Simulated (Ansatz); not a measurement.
Born–Oppenheimer molecular dynamics of C$_{2}$H$_{3}$Si (6 atoms, charge 0, multiplicity 2). It starts at the highest image of a converged band, a first-order saddle point between two minima.

Method: UKS PBE0/6-31G* (Ansatz).

```
ensemble                      : NVE (velocity Verlet)
time step                     : 0.5 fs
steps asked                   : 200
starting velocities drawn for : 100 K
seed                          : 9541
```

First frame:

```xyz
6
Properties=species:S:1:pos:R:3
C -0.499 -1.332 -0.270
C -0.303 -0.128 0.005
Si -0.052 1.692 0.138
H -0.620 -2.367 -0.510
H 0.724 0.579 -0.782
H 0.750 1.556 1.419
```

**Question.** How far do the bonds stretch over the last three quarters of this one trajectory? (Pairs bonded in most of those frames.)

**Answer.** 
| bond | mean (Å) | spread (Å) | shortest | longest |
| --- | --- | --- | --- | --- |
| C1–C2 | 1.299 | 0.024 | 1.26 | 1.33 |
| C1–H4 | 1.083 | 0.016 | 1.05 | 1.11 |
| C2–Si3 | 1.905 | 0.024 | 1.86 | 1.94 |
| C2–H5 | 1.131 | 0.040 | 1.07 | 1.22 |
| Si3–H6 | 1.539 | 0.030 | 1.49 | 1.59 |

Mean temperature of the second half: 900 K. The conserved energy stayed within 0.059 meV per atom of its start (net change 0.036 meV per atom), so the integration is sound. The kinetic energy rose, since the run started high on the potential surface and went downhill. A run of 0.1 ps of so small a system gives no equilibrium averages.

Time of the run: 10 min on 1 thread of Intel(R) Xeon(R) Processor @ 2.70GHz, on a shared host, peak memory 0.14 GiB.
